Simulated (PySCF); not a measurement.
**Reproducing measurements on CS2**

**Measured values to compare with.**

NIST CCCBDB Release 22 (SRD 101), experimental polarizabilities lists, for the gas: mean polarisability 8.749 Å³.

From Theoretical prediction of core-level binding energies: analysis of unexpected errors, J. Phys. Chem. A 2024 (PMC10860126), for the gas: C 1s binding energy of C2 293.1 eV.

Vidal, Pokhilko, Krylov, Coriani, J. Phys. Chem. Lett. 2020, 11, 8314 lists, for the gas: S 2p3/2 binding energy of S1/S3 169.98 eV.

Zheng, Zhang, Jin, Southworth, Cheng, Phys. Chem. Chem. Phys. 2022, 24, 13587 lists, for the gas: S 1s binding energy of S1/S3 2478.1 eV.

The runs below try to reproduce these values; the comparison stands at the end.

Species: CS₂.
Numbering: `[S:1]=[C:2]=[S:3]`

Geometry (GFN2-xTB, Å), atoms numbered from 1 in this order:
```xyz
3
CS2 angstrom
S     -1.5077    0.4133   -0.0062
C      0.0038    0.0698   -0.0042
S      1.5154   -0.2738   -0.0022
```

The PySCF runs (gas phase, on this GFN2-xTB geometry; non-relativistic but for the core-level run):

```tsv
level	job	basis functions	wall time
wB97X-D/def2-SVPD	8 singlets by full TDDFT, 3 Tamm–Dancoff triplets, polarisability	74	1.9 s
delta-SCF UKS SCAN, pcX-2 on the ionised atom, pcseg-1 elsewhere, spin-free X2C	ΔSCF core ionisation, 3 holes	92	2.8 s
```

Hardware: one thread of an Arm Neoverse V2, no GPU (shared host).

## Comparison

**Mean polarisability.** Measured: 8.749 Å³ (NIST CCCBDB Release 22 (SRD 101), experimental polarizabilities).

| level | computed (Å³) | computed − measured (Å³) | % (from the printed values) |
| --- | --- | --- | --- |
| wB97X-D/def2-SVPD | 8.030 | -0.719 | -8 |

The computed values are static and purely electronic, with core orbitals frozen in the response (1 au = 0.148185 Å³). The table of measured values doesn't say here whether a value is static or optical, or holds a vibrational part.

**Core binding energies.** PySCF 2.14.0, delta-SCF UKS SCAN, pcX-2 on the ionised atom, pcseg-1 elsewhere, spin-free X2C.

```
level and atom  computed (eV)  measured (eV)  computed − measured (eV)
      C 1s, C2         293.40          293.1                     +0.30
S 2p3/2, S1/S3         170.17         169.98                     +0.19
   S 1s, S1/S3        2477.99         2478.1                     -0.11
```

Sources, in the order of the opening: Theoretical prediction of core-level binding energies: analysis of unexpected errors, J. Phys. Chem. A 2024 (PMC10860126); Vidal, Pokhilko, Krylov, Coriani, J. Phys. Chem. Lett. 2020, 11, 8314; Zheng, Zhang, Jin, Southworth, Cheng, Phys. Chem. Chem. Phys. 2022, 24, 13587. Against the first value of each row the mean signed difference is +0.13 eV and the largest in size +0.30 eV. The computed values are vertical, without vibrational structure; measured positions hang on the energy calibration. Atoms equivalent by their bonding share one computed value, that of the first of them. Spin–orbit coupling isn't in the SCF: each 2p doublet comes from a relaxed spin-free hole plus a matrix of the shell (mean-field spin–orbit coupling and the ground-state 2p splitting), with 2p3/2 averaged over its two sublevels.

The geometry is computed, not the measured one. Where a level misses, the cause wasn't examined.
